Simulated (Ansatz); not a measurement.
MgO2H2 (the lowest singlet isomer of a short search). The state is a singlet with charge 0. Geometry B3LYP-D4/def2-TZVP, basis def2-TZVP, Ansatz.

```xyz
5

Mg   -0.0130    0.0034    0.0096
O     0.2208   -1.7244    0.3075
O    -0.2712    1.7309   -0.2887
H     0.3838   -2.5088    0.8188
H    -0.3204    2.4989   -0.8473
```

| run | HOMO (eV) | LUMO (eV) |
| --- | --- | --- |
| A | -7.63 | -1.38 |
| B | -6.23 | -1.79 |
| C | -9.48 | -0.53 |
| D | -6.15 | -1.66 |
| E | -9.44 | -0.37 |
| F | -7.87 | -1.04 |

B3LYP takes the VWN-RPA correlation. The structure comes from a short search, and lower isomers may exist.

Task: The runs used B3LYP, BHLYP, CAM-B3LYP, PBE, PBE0, revPBE. Estimate which is which.

Result: A B3LYP (20 % exact exchange); B PBE (0 % exact exchange); C BHLYP (50 % exact exchange); D revPBE (0 % exact exchange); E CAM-B3LYP (range-separated); F PBE0 (25 % exact exchange). Exact exchange lowers occupied and raises empty levels; among semilocal functionals meta-GGAs tend to open the gap a little, and such runs are hard to tell apart. The gap grows from 4.44 eV (PBE) to 9.06 eV (CAM-B3LYP).
